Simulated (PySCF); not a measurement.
Working out the ionisation energy of B

B [He] 2s2 2p1 (2P) → B⁺ [He] 2s2 (1S). All numbers are calculated (PySCF 2.14, the spin-free X2C one-electron Hamiltonian (Gaussian nucleus), in aug-cc-pVTZ-DK (5s4p3d2f, 46 functions)). Frozen: 1s2. Energies in hartree (1 hartree = 27.21139 eV):

```csv
part,B (lower),B⁺ (upper)
UHF,-24.538906,-24.243642
CCSD correlation,-0.064918,-0.059791
(T),-0.001356,0.000000
```

Question: What does Hartree-Fock give?

Answer: (-24.243642) − (-24.538906) = 0.295264 hartree = 8.035 eV.

Question: What do CCSD and CCSD(T) give?

Answer: The CCSD correlation energies differ by 0.005127 hartree = 0.140 eV and the triples by 0.001356 hartree = 0.037 eV, so CCSD gives 8.175 eV and CCSD(T) 8.212 eV.

Measured between the centres of the two terms (NIST): 8.297 eV, so CCSD(T) (valence) is off by -0.085 eV.

What remains against the reference includes basis incompleteness, the frozen core and higher excitations.
